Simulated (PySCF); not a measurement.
# From one method to the next for Si2 (triplet)

Starting from one script, swap the method and compare what comes out for Si2 (triplet).

Program: PySCF 2.14.0. Level of theory: method and basis as typed in the scripts. These are calculated values, not measurements.

2 further runs of the same task are left out: 2 that didn't finish.

### Step 1. Where the work starts

Si2 (triplet): 2 atoms, charge 0, spin multiplicity 3.

Bond lengths: Si1–Si2 2.308 Å.

### Step 2. The run that the others are compared with

Contents of input.py:

```python
from pyscf import gto, scf, cc

mol = gto.M(
    atom='Si 0 0 0; Si 0 0 2.308',
    basis='pcseg-1',
    charge=0,
    spin=2,
    verbose=4,
)
mf = scf.UHF(mol)
mf.kernel()
mycc = cc.CCSD(mf, frozen=10)
mycc.kernel()
mycc.ccsd_t()
mf.dip_moment()
print('orbital energies (hartree):', [e[max(0, n-3):n+3].round(4) for e, n in zip(mf.mo_energy, mol.nelec)])
```

Started as:

```
> OMP_NUM_THREADS=1 python input.py
```

### Step 3. EOM-EA

Variant 1 changes step after the SCF: ccsd(t) → eomea; number of roots: none → 3.

Changes to input.py since step 2:

```diff
@@ -13,3 +13,4 @@
 mycc.kernel()
-mycc.ccsd_t()
+e = mycc.eaccsd(nroots=3)[0]
+print('roots (eV) =', (e*27.211386).round(3))
 mf.dip_moment()
```

### Step 4. Scan (UKS)

Variant 2 changes functional: none (Hartree–Fock) → scan; SCF type: UHF → UKS; step after the SCF: ccsd(t) → analyze.

Contents of input.py:

```python
from pyscf import gto, dft

mol = gto.M(
    atom='Si 0 0 0; Si 0 0 2.308',
    basis='pcseg-1',
    charge=0,
    spin=2,
    verbose=4,
)
mf = dft.UKS(mol, xc='scan')
mf.kernel()
mf.analyze()
print('orbital energies (hartree):', [e[max(0, n-3):n+3].round(4) for e, n in zip(mf.mo_energy, mol.nelec)])
```

### Step 5. MP2

Variant 3 changes step after the SCF: ccsd(t) → mp2.

Changes to input.py since step 2:

```diff
@@ -1,2 +1,2 @@
-from pyscf import gto, scf, cc
+from pyscf import gto, scf, mp
 
@@ -11,5 +11,3 @@
 mf.kernel()
-mycc = cc.CCSD(mf, frozen=10)
-mycc.kernel()
-mycc.ccsd_t()
+mp.MP2(mf, frozen=10).kernel()
 mf.dip_moment()
```

### Step 6. Gradient

Variant 4 changes step after the SCF: ccsd(t) → gradient.

Changes to input.py since step 2:

```diff
@@ -1,2 +1,2 @@
-from pyscf import gto, scf, cc
+from pyscf import gto, scf
 
@@ -11,5 +11,3 @@
 mf.kernel()
-mycc = cc.CCSD(mf, frozen=10)
-mycc.kernel()
-mycc.ccsd_t()
+mf.nuc_grad_method().kernel()
 mf.dip_moment()
```

### Step 7. EOM-IP

Variant 5 changes step after the SCF: ccsd(t) → eomip; number of roots: none → 4.

Changes to input.py since step 2:

```diff
@@ -13,3 +13,4 @@
 mycc.kernel()
-mycc.ccsd_t()
+e = mycc.ipccsd(nroots=4)[0]
+print('roots (eV) =', (e*27.211386).round(3))
 mf.dip_moment()
```

Before running it: what results should come out? Wanted: for each run, E(SCF); from base; gap, α spin; after the SCF.

As calculated:

```
       run  E(SCF) (hartree)  from base (eV)  cycles  gap, α spin (eV)                                                 after the SCF
      base       -577.672369               0       9              7.30                    CCSD(T) correlation -4.822 eV, core frozen
    EOM-EA       -577.672369          0.0000       9              7.30  CCSD correlation -4.533 eV, core frozen, first root -1.78 eV
scan (UKS)       -578.852333  not comparable       8              2.20                                                           n/a
       MP2       -577.672369          0.0000       9              7.30                        MP2 correlation -3.847 eV, core frozen
  gradient       -577.672369          0.0000       9              7.30                                                           n/a
    EOM-IP       -577.672369          0.0000       9              7.30   CCSD correlation -4.533 eV, core frozen, first root 7.56 eV
```

What this shows: On the same reference and core, CCSD(T) gains 4.82 eV in 1.5 s; MP2 reaches 80 % of that in 1 s. Total energies of different functionals can't be compared with each other; differences within one functional can.
